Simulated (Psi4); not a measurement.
# AlSiH4O (SMILES [AlH][O][SiH3]) at UB2PLYP/aug-cc-pVDZ (density fitting for correlation)

What is the vertical ionisation energy of AlSiH4O at UB2PLYP/aug-cc-pVDZ (density fitting for correlation)? 

Program for the calculation: Psi4 1.11.

1 further run of the same task is left out (set aside as unsound or not needed).

**1. Starting point**

AlSiH4O: 7 atoms, total charge 0, spin state doublet. SMILES: `[AlH][O][SiH3]`. The coordinates come from a PBE0-D4/def2-TZVP relaxation. This is one conformer, not always the lowest.

Bond lengths: Al1–O2 1.689 Å, O2–Si3 1.627 Å, Al1–H4 1.609 Å, Si3–H5 1.487 Å, Si3–H6 1.487 Å, Si3–H7 1.488 Å. Angles: Al1–O2–Si3 169.6°, O2–Al1–H4 116.0°, O2–Si3–H5 110.0°, O2–Si3–H6 110.2°, O2–Si3–H7 110.3°, H5–Si3–H6 108.8°, H5–Si3–H7 108.7°, H6–Si3–H7 108.8°.

**2. The energy at UB2PLYP/aug-cc-pVDZ (density fitting for correlation)**

Contents of job.dat:

```
memory 1.6 GB

molecule {
  0 2
  Al    -1.643700    -1.503700    -0.201100
  O     -0.403000    -0.368600    -0.047300
  Si     0.870900     0.567400     0.335800
  H     -2.580100    -1.352800    -1.500200
  H      1.204400     1.463600    -0.802700
  H      0.554900     1.401200     1.526200
  H      2.057800    -0.275200     0.643500
  symmetry c1
  no_reorient
  no_com
}

set {
  basis                aug-cc-pVDZ
  reference            uks
  puream               true
  e_convergence        1e-09
  d_convergence        1e-08
  scf_type             pk
  dft_radial_points    99
  dft_spherical_points 590
  num_frozen_docc      11
  maxiter              200
}

energy("b2plyp")
```

On the command line:

```bash
$ psi4 -n 1 job.dat job.out
```

job.out:

```text
[...]
  Running in c1 symmetry.
[...]
  Nuclear repulsion =  131.662824239197874
[...]
  Multiplicity = 2
[...]
  Nalpha       = 20
  Nbeta        = 19
[...]
    Number of basis functions: 113
[...]
   @UKS iter   1:  -608.94490649503985   -5.96164e-01   6.23698e-03 DIIS/ADIIS
[...]
   @UKS iter  12:  -609.15648276242041   -1.58025e-11   5.38610e-09 DIIS
[...]
   @S^2 Observed:                7.554210744E-01
[...]
    Orbital Energies [Eh]
    ---------------------
    Alpha Occupied:
       1A    -67.273052     2A    -57.099510     3A    -19.727641
       4A     -5.657650     5A     -4.478098     6A     -3.913020
       7A     -3.910803     8A     -3.910737     9A     -2.932356
      10A     -2.931774    11A     -2.928024    12A     -1.118431
      13A     -0.640470    14A     -0.517551    15A     -0.461375
      16A     -0.456408    17A     -0.421834    18A     -0.372363
      19A     -0.370075    20A     -0.244840
    Alpha Virtual:
      21A     -0.023718    22A      0.014254    23A      0.018227
      24A      0.022873    25A      0.027273    26A      0.041066
[...]
  @UKS Final Energy:  -609.15648276242041
   => Energetics <=
    Nuclear Repulsion Energy =            131.6628242391978745
    One-Electron Energy =               -1106.2430403584257874
    Two-Electron Energy =                 389.1652955409486481
    DFT Exchange-Correlation Energy =     -23.7415621841412765
    Empirical Dispersion Energy =           0.0000000000000000
    VV10 Nonlocal Energy =                  0.0000000000000000
    Total Energy =                       -609.1564827624204099
[...]
 Multipole Moments:
 ------------------------------------------------------------------------------------
     Multipole            Electronic (a.u.)      Nuclear  (a.u.)        Total (a.u.)
 ------------------------------------------------------------------------------------
 L = 1.  Multiply by 2.5417464519 to convert [e a0] to [Debye]
 Dipole X            :         20.9689925          -21.0940679           -0.1250754
 Dipole Y            :         24.9263344          -25.1645379           -0.2382035
 Dipole Z            :         -2.8471921            2.9768856            0.1296935
 Magnitude           :                                                    0.2986723
[...]
```

Wall time 31 s (1 thread of Intel Xeon 6975P-C (Granite Rapids), shared host); peak memory 0.73 GiB.

**3. The singlet cation at the same level**

Contents of alh4osi.xyz:

```xyz
7
AlH4OSi
Al    -1.643700    -1.503700    -0.201100
O     -0.403000    -0.368600    -0.047300
Si     0.870900     0.567400     0.335800
H     -2.580100    -1.352800    -1.500200
H      1.204400     1.463600    -0.802700
H      0.554900     1.401200     1.526200
H      2.057800    -0.275200     0.643500
```

Contents of run_ase.py:

```python
import numpy as np
from ase.calculators.psi4 import Psi4
from ase.io import read

atoms = read('alh4osi.xyz')
calc = Psi4(atoms=atoms, method='b2plyp', basis='aug-cc-pVDZ', memory='1600MB', num_threads=1, charge=1, multiplicity=1, label='alh4osi')
calc.psi4.set_options({'puream': True, 'e_convergence': 1e-09, 'd_convergence': 1e-08, 'scf_type': 'pk', 'dft_radial_points': 99, 'dft_spherical_points': 590, 'num_frozen_docc': 11})
atoms.calc = calc

print(f'energy: {atoms.get_potential_energy():.6f} eV')
```

On the command line:

```bash
$ python run_ase.py
```

alh4osi.dat:

```text
[...]
  Running in c1 symmetry.
[...]
  Nuclear repulsion =  131.662824239197874
[...]
  Multiplicity = 1
[...]
  Nalpha       = 19
  Nbeta        = 19
[...]
    Number of basis functions: 113
[...]
   @RKS iter   1:  -608.66403832178207   -3.15296e-01   5.98071e-03 ADIIS/DIIS
[...]
   @RKS iter  11:  -608.86618553199833   -2.18279e-11   6.23441e-09 DIIS
[...]
    Orbital Energies [Eh]
    ---------------------
    Doubly Occupied:
       1A    -67.423496     2A    -57.410286     3A    -19.948585
       4A     -5.809599     5A     -4.780867     6A     -4.065785
       7A     -4.061925     8A     -4.061891     9A     -3.236061
      10A     -3.234896    11A     -3.230586    12A     -1.328067
      13A     -0.831055    14A     -0.689499    15A     -0.656825
      16A     -0.652412    17A     -0.638655    18A     -0.524559
      19A     -0.524199
[...]
  @RKS Final Energy:  -608.86618553199833
   => Energetics <=
    Nuclear Repulsion Energy =            131.6628242391978745
    One-Electron Energy =               -1097.9403792808361686
    Two-Electron Energy =                 381.0198923138958094
    DFT Exchange-Correlation Energy =     -23.6085228042559301
    Empirical Dispersion Energy =           0.0000000000000000
    VV10 Nonlocal Energy =                  0.0000000000000000
    Total Energy =                       -608.8661855319983260
[...]
 Multipole Moments:
 ------------------------------------------------------------------------------------
     Multipole            Electronic (a.u.)      Nuclear  (a.u.)        Total (a.u.)
 ------------------------------------------------------------------------------------
 L = 1.  Multiply by 2.5417464519 to convert [e a0] to [Debye]
 Dipole X            :         -5.9119020            3.6579623           -2.2539397
 Dipole Y            :         -6.0140890            3.6796803           -2.3344088
 Dipole Z            :          0.1019976           -0.0482176            0.0537800
 Magnitude           :                                                    3.2453968
[...]
```

Standard output:

```text
energy: -16571.359837 eV
```

It took 22 s on 1 thread of Intel Xeon 6975P-C (Granite Rapids), shared host; peak memory 0.77 GiB.

**4. Outcome**

Level: UB2PLYP/aug-cc-pVDZ (density fitting for correlation), 11 core orbitals frozen.

```
                                                                 quantity          value
                                            doublet AlSiH4O: total energy  -609.27489 Eh
doublet AlSiH4O: HOMO energy (SCF part's orbitals) (highest over α and β)       -6.66 eV
 doublet AlSiH4O: LUMO energy (SCF part's orbitals) (lowest over α and β)       -1.32 eV
                                                    doublet AlSiH4O: ⟨S²⟩          0.755
                                             singlet cation: total energy  -608.98625 Eh
                        singlet cation: HOMO energy (SCF part's orbitals)      -14.26 eV
                        singlet cation: LUMO energy (SCF part's orbitals)       -9.01 eV
                      singlet cation: HOMO–LUMO gap (SCF part's orbitals)        5.26 eV
                       vertical ionisation energy (to the singlet cation)       7.854 eV
```

Removing an electron at fixed nuclei costs 7.85 eV (758 kJ/mol). Only the singlet of the ionised species was computed; a triplet could lie lower.
